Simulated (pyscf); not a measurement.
Structures and frequencies: ωB97X-D3(BJ)/def2-SVP in PySCF. Correlated levels are frozen-core, on RHF or UHF. ΔMP2 is the change of the MP2 total energy from the triple- to the quadruple-zeta basis.

Problem. For `[F][B]([F])[F]` + `[OH2]` → `[FH]` + `[OH][B]([F])[F]`, a four-centre exchange (singlet surface; B–F, H–O broken, F–H, B–O formed), PBE/def2-TZVP gives ΔE‡ = 49.6 kJ/mol and ΔE = +9.7 kJ/mol (zero: the separated reactants). In which direction and how far do r²SCAN/def2-TZVP, M06-2X/def2-TZVP, CCSD(T)/def2-TZVPP + ΔMP2(QZVPP) move these?

Solution. r²SCAN: ΔE‡ = 51.4 kJ/mol, ΔE = +11.3 kJ/mol; M06-2X: ΔE‡ = 57.8 kJ/mol, ΔE = +8.3 kJ/mol; CCSD(T): ΔE‡ = 75.1 kJ/mol, ΔE = +9.7 kJ/mol. PBE's barrier lies under all of them, by 1.8 to 25.5 kJ/mol. Its reaction energy lies among theirs. On the reactant side the descent ends in an adduct with a B–O contact, 43.0 kJ/mol under the separated species and 108.2 kJ/mol under the saddle at ωB97X-D3(BJ)/def2-TZVP. What is counted as formed (B–O) is already present as a longer contact in the reactant adduct; forming that adduct is a step of its own. At ωB97X-D3(BJ) the barrier from the zero used here is 65.2 kJ/mol. One saddle was located; it need not be the lowest between these sides. The CCSD(T) − MP2 part came from Ansatz, without density fitting, on the same reference.
